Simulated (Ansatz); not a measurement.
Reaction (substitution at a C–C bond): `C#CC=C` + CH₃OH → `C=COC` + acetylene

Isolated molecules relaxed with PBE0-D4/def2-TZVP in Ansatz; ΔE leaves out vibrations. CCSD(T)/CBS adds triple-zeta CCSD(T) − MP2 to the extrapolated MP2 energy (def2 sets, frozen cores). This one scheme is used for every species. Functionals use def2-TZVPP. B3LYP here is the variant with VWN-RPA as its local correlation; programs differ in this. Each species was taken in one conformer, which may not be the lowest.

```json
{"level": "LDA (SPW92)", "ΔE (kJ/mol)": "27.8"}
{"level": "B3LYP-D4", "ΔE (kJ/mol)": "35.2"}
{"level": "r2SCAN0-D4", "ΔE (kJ/mol)": "34.9"}
{"level": "revPBE", "ΔE (kJ/mol)": "42.1"}
{"level": "r2SCAN", "ΔE (kJ/mol)": "34.1"}
{"level": "r2SCAN0", "ΔE (kJ/mol)": "35.3"}
{"level": "CCSD(T)/def2-SVP", "ΔE (kJ/mol)": "28.9"}
{"level": "CCSD/def2-TZVPP", "ΔE (kJ/mol)": "33.2"}
```

What does CCSD(T)/CBS give? (Best estimate.)

The calculation gave: +35.1 kJ/mol. The listed levels differ from it by -7.3, 0.1, -0.2, 7.0, -1.0, 0.2, -6.2, -1.9 kJ/mol.

What do rigid-rotor, harmonic-oscillator terms from PBE0-D4/def2-TZVP frequencies (298.15 K, 1 bar) make of the CCSD(T)/CBS value? (An estimate is asked.)

Ansatz gave: ΔZPE = -0.5 kJ/mol, ΔH = +33.8 kJ/mol, ΔS = -30 J/(mol·K), ΔG = +42.8 kJ/mol.

Largest T1 diagnostic among the species: 0.013.

At CCSD(T), def2-SVP lies −6.2 kJ/mol from the extrapolated value and def2-TZVPP −2.4 kJ/mol. Leaving LDA and LC-ωPBE aside and taking each functional with its dispersion term where it has one, the values, not all of them listed here, spread over 10.1 kJ/mol, from ωB97X-V to HSE06-D4. LDA lies −10.0 kJ/mol from PBE without D4.
